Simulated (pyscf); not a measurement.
Optimised with ωB97X-D3(BJ)/def2-SVP in PySCF.

Task: H₃Ge–SnH₃ + hydrogen chloride (HCl) → Cl–SnH₂–GeH₃ + hydrogen (H₂)
Surface: singlet. Broken: H–Sn, Cl–H. Formed: Cl–Sn, H–H. Give ΔE‡ and ΔE from ωB97M-D3(BJ)/def2-TZVP, relative to the separated reactants.

Result: ΔE‡ = 126.5 kJ/mol, ΔE = -69.5 kJ/mol. Zero-point energy shifts the barrier by +0.1 kJ/mol. It is a four-centre exchange, with an imaginary mode of 1154i cm⁻¹. One saddle was located; it need not be the lowest between these sides. Elements up to Kr have no core potential and no relativistic terms here. Elements past Kr carry the def2 core potentials, without spin-orbit coupling.
